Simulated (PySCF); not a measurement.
Work out the structure from these simulated measurements.

Formula: C4H6O.

* 13C NMR: chemical shifts (computed TMS as zero) by class: 138.6 (2 C), 82.4 (2 C) ppm [GIAO PBE0/pcSseg-2]
* Rotational structure: rotational constants A, B, C: 8.112, 8.008, 4.244 GHz [PBE0-D3(BJ)/def2-TZVP]
* Dipole: 1.64 D [CAM-B3LYP/aug-cc-pVTZ]
* UV, first state: lowest singlet excitation: 5.93 eV (209 nm, f = 0.001) [TDDFT CAM-B3LYP/aug-cc-pVTZ]
* NMR, other nuclei: isotropic shieldings of nuclei other than C and H, by class: 304 (1 O) ppm [GIAO PBE0/pcSseg-2]
* UV, strongest line: among the 10 lowest singlet transitions: S2 at 6.30 eV (197 nm, f = 0.115) [TDDFT CAM-B3LYP/aug-cc-pVTZ]
* Triplet: lowest triplet excitation (Tamm–Dancoff): 4.34 eV [TDA CAM-B3LYP/aug-cc-pVTZ]

Electronic properties: PySCF, gas phase, density fitting. Levels stand in brackets. Geometry: PBE0-D3(BJ)/def2-TZVP; no solvent, vibrations or thermal averaging. NMR classes are plain means over equivalent atoms (diastereotopic ones count apart unless rotation or inversion swaps them), as if these changed places fast.

Problem. Propose a structure and show how it fits.

Solution. Numbering: `[CH:1]1=[CH:2][CH2:3][O:4][CH2:5]1`. Its formula, C4H6O, gives 2 degrees of unsaturation: 1 ring and 1 π bond in the structure found. 4 carbons fall into 2 classes; from least to most shielded: alkene CH carbon [C1/C2] (138.6 ppm, 2 C), ring sp3 carbon bound to oxygen [C3/C5] (82.4 ppm, 2 C). The other shieldings belong to: 304 ppm, cyclic ether oxygen [O4]. The optimised geometry has point group C2v and is an asymmetric top. Structure: `C1=CCOC1`. Computed isomers that give other values at the same levels: `C=COC=C` (13C chemical shifts (computed TMS as zero) by class: 162.4 (2 C), 97.3 (2 C) ppm); `C=CCC=O` (rotational constant A: 19.523 GHz; this holds for the one conformer computed); `C=C=COC` (13C chemical shifts (computed TMS as zero) by class: 222.4 (1 C), 131.8 (1 C), 94.6 (1 C), 61.9 (1 C) ppm). The assignments are read from this structure; whether some other isomer fits the data as well wasn't checked.
